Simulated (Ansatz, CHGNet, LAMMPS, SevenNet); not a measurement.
## Rock-salt MgO: properties by level of theory

Reference values: lattice constant a 4.189 Å (measured, static lattice: zero-point anharmonic expansion removed; as tabulated in Mejia-Rodriguez and Trickey (2018), arXiv:1807.09216); zone-centre TO phonon frequency 396 cm⁻¹ (measured, temperature not stated, no zero-point or thermal correction; as tabulated in He et al. (2014), arXiv:1309.4805); elastic constant C11 306 GPa (measured, temperature not stated, not corrected to a static lattice, our sources range from 298 to 306; as tabulated in Råsander and Moram (2015), arXiv:1505.02379); elastic constant C44 157 GPa (measured, temperature not stated, not corrected to a static lattice; as tabulated in Råsander and Moram (2015), arXiv:1505.02379).

| level (code) | equilibrium lattice constant a (Å) | zone-centre TO phonon frequency (cm⁻¹) | elastic constant C11 (GPa) | elastic constant C44 (GPa) |
|---|---|---|---|---|
| ionic model bush1994 (shell model, LAMMPS) | 4.206 | 323 | 335 | 203 |
| CHGNet 0.3.0 | 4.257 | 311 | 213 | 86.9 |
| SevenNet-l3i5 | 4.255 | 331 | 241 | 116 |
| r²SCAN+rVV10 (Ansatz) | 4.195 | 405 | 320 | 157 |

Differences from the reference values (errors of the level alone only where the reference is corrected to a static lattice):

```
level                 lattice constant a (%)  zone-centre TO phonon frequency (%)  elastic constant C11 (%)  elastic constant C44 (%)
--------------------  ----------------------  -----------------------------------  ------------------------  ------------------------
ionic model bush1994                   +0.41                                -18.4                      +9.5                       +29
CHGNet 0.3.0                           +1.62                                  -21                       -30                       -45
SevenNet-l3i5                          +1.58                                -16.4                       -21                       -26
r²SCAN+rVV10                           +0.14                                 +2.3                      +4.6                       0.0
```

Nearest: lattice constant a, r²SCAN+rVV10; zone-centre TO phonon frequency, r²SCAN+rVV10; elastic constant C11, not ranked (reference at room or unstated temperature); elastic constant C44, not ranked (reference at room or unstated temperature).

Empirical potentials (ionic model bush1994) are fitted to chosen data: where that held the value shown, agreement is built in, and what lay outside the fit can be far off. Machine-learned potentials (CHGNet 0.3.0, SevenNet-l3i5) are trained on DFT data: a solid inside that data is no test of them.

Ansatz's density-functional and Hartree–Fock values are scalar-relativistic unless marked +SOC, with PAW data made under PBE.

Differences are worked out from the printed values.

The computed numbers hold no vibrational or temperature effects.

Ansatz is a first-principles code.
